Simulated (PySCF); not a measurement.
Molfile (atoms numbered from 1):
```
C5H8O
     RDKit          3D

 14 13  0  0  0  0  0  0  0  0999 V2000
    2.6274    0.7154    0.0682 C   0  0  0  0  0  0  0  0  0  0  0  0
    1.5496    0.2293    0.6696 C   0  0  0  0  0  0  0  0  0  0  0  0
    0.2492    0.1316   -0.0364 C   0  0  0  0  0  0  0  0  0  0  0  0
    0.1161    0.4168   -1.2034 O   0  0  0  0  0  0  0  0  0  0  0  0
   -0.8916   -0.3496    0.8362 C   0  0  0  0  0  0  0  0  0  0  0  0
   -2.2018   -0.4601    0.0704 C   0  0  0  0  0  0  0  0  0  0  0  0
    2.5660    1.0458   -0.9566 H   0  0  0  0  0  0  0  0  0  0  0  0
    3.5822    0.8008    0.5591 H   0  0  0  0  0  0  0  0  0  0  0  0
    1.5731   -0.1080    1.6962 H   0  0  0  0  0  0  0  0  0  0  0  0
   -0.9908    0.3524    1.6693 H   0  0  0  0  0  0  0  0  0  0  0  0
   -0.6103   -1.3176    1.2599 H   0  0  0  0  0  0  0  0  0  0  0  0
   -2.1008   -1.1770   -0.7405 H   0  0  0  0  0  0  0  0  0  0  0  0
   -2.4638    0.5019   -0.3628 H   0  0  0  0  0  0  0  0  0  0  0  0
   -3.0051   -0.7822    0.7285 H   0  0  0  0  0  0  0  0  0  0  0  0
  1  2  2  0
  2  3  1  0
  3  4  2  0
  3  5  1  0
  5  6  1  0
  1  7  1  0
  1  8  1  0
  2  9  1  0
  5 10  1  0
  5 11  1  0
  6 12  1  0
  6 13  1  0
  6 14  1  0
M  END
```

[PySCF: NMR shieldings at PBE0/pcSseg-1/GIAO; geometry: GFN2-xTB; equivalent nuclei averaged; no relativistic terms; gas phase; one computed conformer]

Chemical shifts δ = σref − σ; 13C, 1H against TMS; 17O vs H2O, all at this level.

| atoms | nucleus | count | Hirshfeld charge | δ (ppm) |
| --- | --- | --- | --- | --- |
| C1 | 13C | 1 | -0.06 | ? |
| C6 | 13C | 1 | -0.12 | 9.7 |
| H9 | 1H | 1 | 0.05 | ? |
| C2 | 13C | 1 | -0.06 | 140.6 |
| C3 | 13C | 1 | 0.16 | 202.5 |
| H8 | 1H | 1 | 0.06 | 5.99 |
| O4 | 17O | 1 | -0.22 | 617.0 |
| H7 | 1H | 1 | 0.05 | ? |
| C5 | 13C | 1 | -0.07 | 41.8 |
| H10/H11 | 1H | 2 | 0.05 | 2.48 |
| H12/H13/H14 | 1H | 3 | 0.04 | 1.16 |

Question: Estimate the values marked ?.

Answer: 
- C1: 136.9 ppm, β carbon of a C=C–C=O unit; conjugation with the carbonyl draws π density from the β position
- H7: 6.97 ppm, hydrogen on a β carbon of a C=C–C=O unit; olefinic region
- H9: 6.61 ppm, hydrogen on an α carbon of a C=C–C=O unit; a vinylic proton, deshielded by the sp2 carbon and the C=C anisotropy

Shifts are as computed. Against solution values, carbons near 30 ppm lie about +3 ppm off and those near 130 ppm about +5 ppm. Of 1211 compounds with measured shifts, 218 miss one by over three times the rms of a fit or turn the order of signals round; such compounds aren't used in these exercises. Unscaled 17O shifts of doubly bonded oxygen tend to come out too high, by tens of ppm or more. Experimental scales use liquid or dissolved standards, which lie at an offset from isolated H2O (liquid H2O: subtract about 36 ppm).
